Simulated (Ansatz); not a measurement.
# C2H3Cl2F (1,1-dichloro-1-fluoroethane): PBEsolx+PW92c(a = 0.2)/6-311G(d,p) (Cartesian d past Ne, exact exchange 0.2)

What is the energy difference between two shapes of C2H3Cl2F (1,1-dichloro-1-fluoroethane) at PBEsolx+PW92c(a = 0.2)/6-311G** (Cartesian d past Ne, exact exchange 0.2)? 

The calculation is run with Ansatz 0.2.0.

3 further runs of the same task are left out: 3 for a known fault of the program.

## 1. The molecule

C2H3Cl2F has 8 atoms, charge 0, and is taken as a singlet. SMILES: `CC(F)(Cl)Cl`. Geometry: relaxed at PBE0-D4/def2-TZVP.

Bond lengths: C1–C2 1.502 Å, C2–F3 1.348 Å, C2–Cl4 1.776 Å, C2–Cl5 1.776 Å, C1–H6 1.091 Å, C1–H7 1.091 Å, C1–H8 1.088 Å. Some angles: C1–C2–F3 110.1°, C1–C2–Cl4 111.1°, C1–C2–Cl5 111.1°, F3–C2–Cl4 107.6°, F3–C2–Cl5 107.6°, Cl4–C2–Cl5 109.3°, C2–C1–H6 108.9°, C2–C1–H7 108.9°, C2–C1–H8 110.1°, H6–C1–H7 109.8°.

## 2. Energy and forces at PBEsolx+PW92c(a = 0.2)/6-311G(d,p) (Cartesian d past Ne, exact exchange 0.2)

File job.yaml:

```yaml
crystal:
  periodic: [false, false, false]
  atoms:
    - {symbol: C, position_ang: [-0.133500, -0.505900, 0.646300]}
    - {symbol: C, position_ang: [0.199400, 0.391300, -0.511300]}
    - {symbol: F, position_ang: [1.523600, 0.643200, -0.537400]}
    - {symbol: Cl, position_ang: [-0.232400, -0.372700, -2.055900]}
    - {symbol: Cl, position_ang: [-0.641100, 1.950200, -0.373000]}
    - {symbol: H, position_ang: [0.163400, -0.011800, 1.572000]}
    - {symbol: H, position_ang: [0.414900, -1.442000, 0.535900]}
    - {symbol: H, position_ang: [-1.202100, -0.709300, 0.667600]}
basis:
  gaussian: {orbitals: 6-311G_st__st_.json}
total_charge: 0
hamiltonian:
  xc:
    text: |
      parameter a = 0.2
      exchange = (1 - a)*pbesol_x + a*exact_x
      correlation = pw_c
  pseudopotentials: {relativity: none}
accuracy: high
output: {forces: true, orbitals: {seedname: orbitals}}
```

The basis set 6-311G** is read from a file made from the Basis Set Exchange's data (not shown).

Run with:

```
ansatz run job.yaml --threads 1 --pin off --max-ram 2610MiB --events-out events.jsonl --progress --plain --runs-dir runs
```

The program printed:

```text
Warning: RAYON_NUM_THREADS=1 ignored (pool sized by the plan → 1); use --threads N
Functional definition: unnamed
  parameter a = 0.2
  exchange = (1 - a)*pbesol_x + a*exact_x
  correlation = pw_c
2399 factors; integrals over basis functions are off by at most 1.6e-8 eV
mean field evaluation 1: about -29875.9720 eV, gradient 4.5e1 eV
mean field evaluation 2: about -29874.8493 eV, gradient 5.0e1 eV
mean field evaluation 4: about -29880.0399 eV, gradient 2.6e0 eV
mean field evaluation 8: about -29880.1717 eV, gradient 3.4e-1 eV
mean field evaluation 16: about -29880.1719 eV, gradient 1.3e-5 eV
mean field -29880.17190413 eV, -1098.0760639687 hartree, gradient 4.0e-8 eV, S^2 0.000000; 0 other end points of the search recorded, 0 dependent functions left out
the calculation of the forces begins
reference -29880.17190803 eV, -1098.0760641122 hartree; 29, 29 occupied and 97, 97 virtual orbitals, 2399 factors
Total energy: -29880.17190803 eV, -1098.0760641122 hartree
Atom 0 at    -0.133500    -0.505900     0.646300 Å, force    -0.038479    -0.114398     0.147839 eV/Å
Atom 1 at     0.199400     0.391300    -0.511300 Å, force     0.044738    -0.128261     0.186978 eV/Å
Atom 2 at     1.523600     0.643200    -0.537400 Å, force     0.372917     0.049709     0.021751 eV/Å
Atom 3 at    -0.232400    -0.372700    -2.055900 Å, force    -0.109928    -0.307068    -0.554554 eV/Å
Atom 4 at    -0.641100     1.950200    -0.373000 Å, force    -0.266357     0.580170     0.087516 eV/Å
Atom 5 at     0.163400    -0.011800     1.572000 Å, force     0.006692    -0.028303     0.024211 eV/Å
Atom 6 at     0.414900    -1.442000     0.535900 Å, force     0.004197    -0.012713     0.035282 eV/Å
Atom 7 at    -1.202100    -0.709300     0.667600 Å, force    -0.013779    -0.039135     0.050978 eV/Å
Dipole moment:    -0.115814    -0.269387     0.343782 e Å
```

It took 14 s on 1 thread of Arm Neoverse V2, shared host; peak memory 0.49 GiB.

## 3. The distorted shape at the same level

File job.yaml:

```yaml
crystal:
  periodic: [false, false, false]
  atoms:
    - {symbol: C, position_ang: [-0.077719, -0.560934, 0.601749]}
    - {symbol: C, position_ang: [0.209089, 0.311403, -0.544880]}
    - {symbol: F, position_ang: [1.547624, 0.599396, -0.437802]}
    - {symbol: Cl, position_ang: [-0.347193, -0.357789, -2.052375]}
    - {symbol: Cl, position_ang: [-0.658132, 2.004231, -0.352210]}
    - {symbol: H, position_ang: [0.205574, -0.064719, 1.549563]}
    - {symbol: H, position_ang: [0.456539, -1.350612, 0.498112]}
    - {symbol: H, position_ang: [-1.119589, -0.651317, 0.567240]}
basis:
  gaussian: {orbitals: 6-311G_st__st_.json}
total_charge: 0
hamiltonian:
  xc:
    text: |
      parameter a = 0.2
      exchange = (1 - a)*pbesol_x + a*exact_x
      correlation = pw_c
  pseudopotentials: {relativity: none}
accuracy: high
output: {forces: true, orbitals: {seedname: orbitals}}
```

The basis set 6-311G** is read from a file made from the Basis Set Exchange's data (not shown).

Run with:

```
ansatz run job.yaml --threads 1 --pin off --max-ram 2610MiB --events-out events.jsonl --progress --plain --runs-dir runs
```

The program printed (excerpt; [...] marks lines left out):

```text
Warning: RAYON_NUM_THREADS=1 ignored (pool sized by the plan → 1); use --threads N
Functional definition: unnamed
[...]
2399 factors; integrals over basis functions are off by at most 2.3e-8 eV
[...]
mean field -29879.41379462 eV, -1098.0482039580 hartree, gradient 3.2e-8 eV, S^2 0.000000; 0 other end points of the search recorded, 0 dependent functions left out
[...]
reference -29879.41379849 eV, -1098.0482041005 hartree; 29, 29 occupied and 97, 97 virtual orbitals, 2399 factors
Total energy: -29879.41379849 eV, -1098.0482041005 hartree
Atom 0 at    -0.077719    -0.560934     0.601749 Å, force    -2.765635     5.642389     1.570916 eV/Å
Atom 1 at     0.209089     0.311403    -0.544880 Å, force     0.772175     2.439859     1.198211 eV/Å
Atom 2 at     1.547624     0.599396    -0.437802 Å, force    -0.356974    -0.087272    -1.368446 eV/Å
Atom 3 at    -0.347193    -0.357789    -2.052375 Å, force     0.515531    -0.295122    -0.731959 eV/Å
Atom 4 at    -0.658132     2.004231    -0.352210 Å, force     0.463650    -0.888847    -0.005469 eV/Å
Atom 5 at     0.205574    -0.064719     1.549563 Å, force    -0.115332    -0.065855    -0.532636 eV/Å
Atom 6 at     0.456539    -1.350612     0.498112 Å, force     3.085864    -5.683760    -0.636939 eV/Å
Atom 7 at    -1.119589    -0.651317     0.567240 Å, force    -1.599279    -1.061393     0.506322 eV/Å
Dipole moment:    -0.075535    -0.420822     0.224048 e Å
```

Run time: 15 s. Hardware: 1 thread of Arm Neoverse V2, shared host; peak memory 0.49 GiB.

## 4. What came out

Level: PBEsolx+PW92c(a = 0.2)/6-311G** (Cartesian d past Ne, exact exchange 0.2).

| quantity | value |
| --- | --- |
| first shape: total energy | -1098.07606 Eh |
| first shape: dipole moment | 2.17 D |
| first shape: HOMO energy | -8.90 eV |
| first shape: LUMO energy | -0.73 eV |
| first shape: HOMO–LUMO gap | 8.16 eV |
| first shape: largest force on an atom | 0.644 eV/Å |
| distorted shape: total energy | -1098.04820 Eh |
| distorted shape: dipole moment | 2.32 D |
| distorted shape: HOMO energy | -8.81 eV |
| distorted shape: LUMO energy | -1.47 eV |
| distorted shape: HOMO–LUMO gap | 7.34 eV |
| distorted shape: largest force on an atom | 6.499 eV/Å |
| energy change with the atoms displaced | 0.758 eV |

With the atoms displaced the energy rises by 0.76 eV (73.1 kJ/mol). The first shape isn't relaxed at this level, so the change isn't measured from a minimum. The largest force (first shape) is 0.64 eV/Å: the shape isn't a stationary point for this species at this level.
